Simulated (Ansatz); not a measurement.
# C2H3O (doublet): the correlation ladder, cc-pVDZ

How much of the correlation energy of C2H3O (doublet) does each wave-function method recover here?

Computed with Ansatz 0.2.0, Gaussian basis. Level: cc-pVDZ, core rule «outside noble gas», up to 3 orbitals frozen.

Plan: UHF; CCSD(T) on ROHF; CCSD(T) on UHF; BCCD(T) on ROHF; CISD; CCSDT(Q) on ROHF; CCSDT(Q) on UHF; CASSCF and MRCISD+Q, 9 electrons in 9 orbitals; CASSCF and NEVPT4(SD), 9 electrons in 9 orbitals; CASSCF and NEVPT2, 9 electrons in 9 orbitals.

14 further runs of the same task are left out: 1 that didn't finish, 13 set aside as unsound or not needed.

## (1) The geometry

The geometry is an MP2(full)/6-31G* stationary point (not a proven minimum).

6 atoms, charge 0, spin multiplicity 2.

Atoms are counted from 1 here; the program's logs count them from 0.

Bond lengths: C1–C2 1.513 Å, C1–H3 1.093 Å, C1–H4 1.092 Å, C1–H5 1.092 Å, C2–O6 1.196 Å. Angles: C2–C1–H3 111.1°, C2–C1–H4 108.6°, C2–C1–H5 108.6°, H3–C1–H4 110.4°, H3–C1–H5 110.4°, H4–C1–H5 107.6°, C1–C2–O6 127.5°.

## (2) UHF

The input, in.yaml:

```yaml
crystal:
  periodic: [false, false, false]
  atoms:
    - {symbol: C, position_ang: [-1.063094, -0.710792, 0.000000]}
    - {symbol: C, position_ang: [-0.084803, 0.443305, 0.000000]}
    - {symbol: H, position_ang: [-0.540354, -1.670815, 0.000000]}
    - {symbol: H, position_ang: [-1.702429, -0.626249, 0.881061]}
    - {symbol: H, position_ang: [-1.702429, -0.626249, -0.881061]}
    - {symbol: O, position_ang: [1.110266, 0.384967, 0.000000]}
basis:
  gaussian: {orbitals: cc-pVDZ}
magnetization: {spin_polarized: true, initial_magnetization: 1}
hamiltonian: {xc: hf}
output: {orbitals: {seedname: orbitals}}
```

Launch:

```
ansatz run in.yaml --threads 1 --pin off --events-out ev --progress --plain --max-ram 4096MiB --backend cpu
```

After this run come: CCSD(T) on ROHF; CCSD(T) on UHF; BCCD(T) on ROHF; CISD; CCSDT(Q) on ROHF; CCSDT(Q) on UHF; CASSCF and MRCISD+Q, 9 electrons in 9 orbitals; CASSCF and NEVPT4(SD), 9 electrons in 9 orbitals; CASSCF and NEVPT2, 9 electrons in 9 orbitals.

Q: Predict the results of all the runs planned. Wanted: UCCSDT(Q) below the RHF energy; RMP2 from UCCSDT(Q); UMP2 from UCCSDT(Q); RCCSD from UCCSDT(Q); RCCSD(T) from UCCSDT(Q); UCCSD(T) from UCCSDT(Q); RCCSDT(Q) from UCCSDT(Q); T1 diagnostic.

The runs gave:

| quantity | value |
| --- | --- |
| UCCSDT(Q) below the RHF energy | -13.1385 eV |
| RMP2 from UCCSDT(Q) | +108.2 kJ/mol |
| UMP2 from UCCSDT(Q) | +111.8 kJ/mol |
| RCCSD from UCCSDT(Q) | +47.2 kJ/mol |
| RCCSD(T) from UCCSDT(Q) | +6.0 kJ/mol |
| UCCSD(T) from UCCSDT(Q) | +6.2 kJ/mol |
| RCCSDT(Q) from UCCSDT(Q) | +0.6 kJ/mol |
| levels within 1 kcal/mol (43 meV) | RCCSDT, UCCSDT, RCCSDT(Q) |
| T1 diagnostic | 0.024 |

RCCSD(T) lands +6.0 kJ/mol from the yardstick (0.5 % of the correlation energy). These misses are within one basis, not against nature; the frozen cores of restricted and unrestricted runs differ, which can shift their rows.
